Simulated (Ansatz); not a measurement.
**Two structures, one formula**

Two relaxed structures of C₂H₅Al, closed shell (PBE0-D4/def2-TZVP; forces vanish, vibrations not checked).

A:

```xyz
8
angstrom
C -1.0071 0.5210 -0.7152
C 0.1692 -0.0522 0.0186
Al 0.4152 -1.6371 0.8482
H -0.9084 0.4624 -1.8056
H -1.1138 1.5861 -0.4719
H -1.9509 0.0395 -0.4488
H 1.1239 0.4052 -0.2627
H 0.6225 -2.5863 2.0914
```

B:

```csv
atom,x (Å),y (Å),z (Å)
C1,-0.7474,0.5085,-0.6179
C2,0.0579,0.4126,0.4447
Al3,0.3584,-1.3153,1.2692
H4,-1.2449,-0.3633,-1.0388
H5,-0.9540,1.4511,-1.1226
H6,0.5141,1.3370,0.7992
H7,1.3031,-1.4908,2.5334
H8,-0.3870,-2.5597,0.6210
```

Ansatz 0.2.0; basis: def2-TZVPP; cores frozen in the correlated methods. B3LYP uses VWN-RPA correlation.

Which structure is lower at CCSD(T), and by how much? (To be estimated.)

By the calculation: B, by 142.6 kJ/mol (electronic energy, against the other). By their contacts, A is C₂H₅Al ([CH3][CH][AlH]) and B is C₂H₅Al ([CH2][CH][AlH2]).

All methods give the same order:

| method | E(B) − E(A) (kJ/mol) |
| --- | --- |
| PBE-D4 | -120.4 |
| r2SCAN-D4 | -134.9 |
| PBE0-D4 | -133.8 |
| B3LYP-D4 | -144.0 |
| wB97M-V | -150.9 |
| HF | -194.8 |
| MP2 | -140.5 |
| CCSD | -150.2 |
| CCSD(T) | -142.6 |

No T1 diagnostic of these runs exceeds 0.016. The restricted Hartree–Fock reference is unstable towards an unrestricted one at one or more of these structures.

Labels in which every atom is bracketed show which atoms are joined, not bond orders.

For scale, one of the runs: CCSD(T)/def2-TZVPP, 174 basis functions, launched by `ansatz run in.yaml --threads 2 --pin off --events-out ev --progress --plain --max-ram 4352MiB`. The run took 17 s on 2 CPU threads of an Intel Xeon 6975P-C (shared host), with 1.6 GiB of host memory at its peak.
